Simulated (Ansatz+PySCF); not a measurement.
Two shapes of singlet NH3 in separate pieces.

Shape 1:

```xyz
4

N     0.0000    0.0000    0.3648
H     2.8075    0.0000   -0.8511
H    -1.4038    2.4314   -0.8511
H    -1.4038   -2.4314   -0.8511
```

Shape 2:

```xyz
4

N     0.0000    0.0000    0.1824
H     1.4038    0.0000   -0.4255
H    -0.7019    1.2157   -0.4255
H    -0.7019   -1.2157   -0.4255
```

Basis set: 6-31G* (spherical functions). Frozen core: 1 orbital. Charge 0, multiplicity 1.

Computed with Ansatz (development build ahead of 0.2.0); each method stands on the lowest determinant of its kind that the runs found.

Q: Which shape is lower in energy, and by how much in each method?

A:

| method | E(2) − E(1) (eV) |
| --- | --- |
| RHF | -15.773 |
| UHF | -1.240 |
| RHF-MP2 | -11.680 |
| UHF-CCSDT(Q) | -5.102 |
| full CI (lowest root of this spin) | -5.118 |

Shape 2 is lower. Caution for RHF, RHF-MP2: an unrestricted determinant lies well below; the determinant breaks the point group. Caution for UHF, UHF-CCSDT(Q): the unrestricted determinant is a mixture of spin states. Caution for RHF-MP2: large amplitudes, a single reference is doubtful; another reference gives a lower total. Caution for RHF-MP2, UHF-CCSDT(Q): bonds are stretched, where a single reference can fail. Caution for UHF-CCSDT(Q): a plain start can end on a higher determinant.
